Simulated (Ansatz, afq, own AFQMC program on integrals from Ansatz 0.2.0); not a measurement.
# Atomization energy of CH6O3Sn, singlet

```yaml
atoms:
  - { symbol: C, position_ang: [0.0217, 1.5939, -0.7804] }
  - { symbol: O, position_ang: [0.7902, 0.4298, -0.9215] }
  - { symbol: Sn, position_ang: [0.5969, -1.0810, 0.3379] }
  - { symbol: O, position_ang: [-1.0755, -2.0475, -0.1019] }
  - { symbol: O, position_ang: [0.2614, -0.3718, 2.1469] }
  - { symbol: H, position_ang: [-0.9944, 1.4828, -1.2069] }
  - { symbol: H, position_ang: [-0.0906, 1.9121, 0.2732] }
  - { symbol: H, position_ang: [0.5188, 2.4148, -1.3245] }
  - { symbol: H, position_ang: [2.0169, -2.0082, 0.2682] }
  - { symbol: H, position_ang: [-1.3023, -1.9632, -1.0359] }
  - { symbol: H, position_ang: [-0.6776, -0.4188, 2.3655] }
```

Atoms in their ground-state spins without spin–orbit coupling (mostly on UHF) minus the molecule (RHF), without zero-point energy. The geometry is a stationary point, not shown to be a minimum.

Basis def2-SVP with its core potentials. Noble-gas cores (and the filled d shells of Ga–Kr and In–Xe) are frozen. AFQMC by an in-house program on the Cholesky factors that Ansatz 0.2.0 writes for its CCSD(T) run. The CISD trial takes its coefficients from CCSD amplitudes. Released means that phaseless walkers are propagated on without the constraint, phases kept. Error bars are statistical, one sigma. No spin–orbit coupling. The errors of all members are added in quadrature.

No full CI on the walks' own integrals is used here. The released AFQMC energy serves as the reference, which it does only where one determinant dominates, the energy is flat over the last release times and near the phaseless one (40 meV or 2 meV an electron, half that with transition metals). On small molecules, where full CI could be run and the noise was under 10 meV, such values lay within 10 meV of it in 19 cases of 20, a flattering rate, since the rule was set on those same cases; what remains of the bias isn't in the error bar. Each member takes its own surest rung, up to full CI.

Errors are counted within def2-SVP, not against nature.

Cautions: inner d shell frozen; no spin-orbit coupling; CH₆O₃Sn (singlet): the released value is read at 0.90 1/Eh with a noise of 16 meV, more than in the cases checked (meV from the phaseless value at times in 1/Eh: -4 ± 15 at 0.21, 13 ± 13 at 0.42, 10 ± 13 at 0.63, -6 ± 16 at 0.90); other spins of the molecule weren't checked.

```
level  atomization energy (eV)
 CCSD                   36.048
  MP2                   37.269
```

Question: From these cheaper values, estimate the atomization energy at the reference level in def2-SVP.

Answer: 36.542 ± 0.016 eV (AFQMC with the constraint released in def2-SVP).

```json
{"level": "HF", "atomization energy (eV)": "26.045", "error against released AFQMC (eV)": "-10.497 ± 0.016"}
{"level": "CCSD(T)", "atomization energy (eV)": "36.473", "error against released AFQMC (eV)": "-0.069 ± 0.016"}
{"level": "ph-AFQMC/CISD", "atomization energy (eV)": "36.546 ± 0.011", "error against released AFQMC (eV)": "0.004 ± 0.020"}
```

Correlation beyond CCSD(T) adds 0.069 ± 0.016 eV. The perturbative (T) step is worth +0.425 eV.

Released energies are given only where the last usable release times agree within the noise; a slower fall can still hide under it.
